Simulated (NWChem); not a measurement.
Molecule: formamide (CH3NO); SMILES NC=O

```xyz
6

N     -0.1838     1.0729     0.0000
C      0.3844    -0.1567     0.0000
O     -0.2170    -1.2023     0.0000
H     -1.1937     1.1499     0.0000
H      0.3750     1.9139     0.0000
H      1.5020    -0.1003     0.0000
```
Atoms are numbered in this order, from 1.

Coordinates come from a PBE0/def2-SVP optimisation.

 Unshifted, non-relativistic core excitations; the lowest 4 roots alone, so stronger bands may lie above.

Q: List the first N K-edge excitations from B3LYP/6-311G** (spherical d), restricted-window TDA (NWChem).

A: 
| state | energy (eV) | dipole oscillator strength | leading excitation (squared amplitude) |
|---|---|---|---|
| S1 | 388.9 | 0.0163 | 1s of atom 1 or its equivalents → LUMO (1.00) |
| S2 | 389.4 | 0.0112 | 1s of atom 1 or its equivalents → LUMO+1 (0.99) |
| S3 | 390.2 | 0.0177 | 1s of atom 1 or its equivalents → LUMO+2 (0.92) |
| S4 | 391.7 | 0.0110 | 1s of atom 1 or its equivalents → LUMO+3 (0.92) |
